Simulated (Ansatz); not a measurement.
C3H6O2 can be A, `CC=C(O)O`, or B, `CO/C=C/O`.

Isolated molecules relaxed with PBE0-D4/def2-TZVP in Ansatz; ΔE leaves out vibrations. CCSD(T)/CBS is the MP2 limit (def2-TZVPP, def2-QZVPP) plus CCSD(T) − MP2 in def2-TZVPP, frozen cores. DFT in def2-TZVPP. B3LYP here is the variant with VWN-RPA as its local correlation; programs differ in this. One conformer a species, not always the lowest.

A:

Z-matrix (Å, degrees):
```
C
C 1 1.492
H 1 1.096 2 113.2
H 1 1.096 2 112.5 3 121.2
H 1 1.094 2 111.2 3 -118.9
C 2 1.331 1 125.1 3 -12.2
H 2 1.082 1 118.8 3 167.9
O 6 1.355 2 126.8 1 -1.3
O 6 1.344 2 122.8 1 178.1
H 8 0.962 6 108.9 2 -4.6
H 9 0.963 6 107.8 2 173.9
```

B:

```xyz
11

C    -1.617   -0.438   -0.272
O    -0.605   -1.261    0.246
C     0.618   -0.701    0.366
C     0.981    0.529    0.013
O     2.302    0.895    0.104
H    -2.526   -1.036   -0.299
H    -1.371   -0.101   -1.287
H    -1.777    0.441    0.365
H     1.343   -1.391    0.781
H     0.300    1.256   -0.416
H     2.353    1.807    0.399
```

**Question.** Which isomer does CCSD(T)/CBS put lower? Give the gap. (Estimate.)

**Answer.** The calculation gave: A, by 92.0 kJ/mol.

**Question.** Give E(B) − E(A) in kJ/mol with HF/def2-TZVPP, r2SCAN-D4, CCSD/def2-TZVPP, CCSD(T)/def2-TZVPP, B2PLYP, B3LYP, ωB97M-V. (An estimate is asked.)

**Answer.** Computed: HF/def2-TZVPP 88.3, r2SCAN-D4 95.9, CCSD/def2-TZVPP 91.0, CCSD(T)/def2-TZVPP 90.6, B2PLYP 89.4, B3LYP 86.1, ωB97M-V 93.4. None reverses the order clearly.

Largest T1 diagnostic: 0.012.

From PBE to PBE0 (25 % exact exchange), in def2-TZVPP and without D4, E(B) − E(A) moves by +4.9 kJ/mol.
